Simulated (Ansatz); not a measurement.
`C[C@@H](F)[C@H](F)Cl` + H₂ → `CC(F)CCl` + H–F  (hydrogenolysis of a C–F bond)

Program: Ansatz. Geometries: PBE0-D4/def2-TZVP. ΔE: electronic, gas phase. CCSD(T)/CBS is the MP2 limit (def2-TZVPP, def2-QZVPP) plus CCSD(T) − MP2 in def2-TZVPP, frozen cores. This one scheme is used for every species. DFT in def2-TZVPP. B3LYP here is the variant with VWN-RPA as its local correlation; programs differ in this. Each species was taken in one conformer, which may not be the lowest.

`C[C@@H](F)[C@H](F)Cl`:

```xyz
11

C    -1.185    0.387    0.423
C     0.088   -0.417    0.419
F    -0.229   -1.760    0.290
C     1.019   -0.100   -0.735
F     2.115   -0.892   -0.668
Cl    1.535    1.596   -0.667
H    -1.840    0.013    1.211
H    -1.705    0.290   -0.533
H    -0.980    1.440    0.609
H     0.647   -0.301    1.353
H     0.535   -0.257   -1.701
```

H₂:

```xyz
2

H     0.027   -0.359   -0.098
H    -0.027    0.359    0.098
```

`CC(F)CCl`:

```xyz
11

C     1.247    0.285    0.233
C    -0.135   -0.218    0.546
F    -0.651    0.513    1.613
C    -1.133   -0.058   -0.583
Cl   -0.733   -1.132   -1.941
H     1.894    0.172    1.104
H     1.213    1.341   -0.043
H     1.676   -0.280   -0.596
H    -0.109   -1.267    0.860
H    -2.132   -0.322   -0.238
H    -1.136    0.966   -0.956
```

H–F:

Z-matrix (Å, degrees):
```
F
H 1 0.920
```

```csv
level,ΔE (kJ/mol),difference from CCSD(T)/CBS
r2SCAN-D4,-82.9,19.8
B3LYP-D4,-90.0,12.7
PBE0,-96.0,6.7
HF/def2-TZVPP,-103.3,-0.6
SCS-MP2/def2-TZVPP,-101.2,1.5
CCSD/def2-TZVPP,-102.6,0.1
CCSD(T)/def2-TZVPP,-98.8,3.9
HF/def2-QZVPP,-103.8,-1.1
HF/CBS(def2),-103.9,-1.2
CCSD/CBS(def2),-106.6,-3.9
CCSD(T)/CBS,-102.7,0
```

Largest T1 diagnostic among the species: 0.011.

From PBE to PBE0 (25 % exact exchange), in def2-TZVPP and without D4, ΔE moves by −8.8 kJ/mol.

CCSD(T)/CBS has its own doubt, a few kJ/mol and more with outer-core shells, so smaller differences from it don't rank the levels.
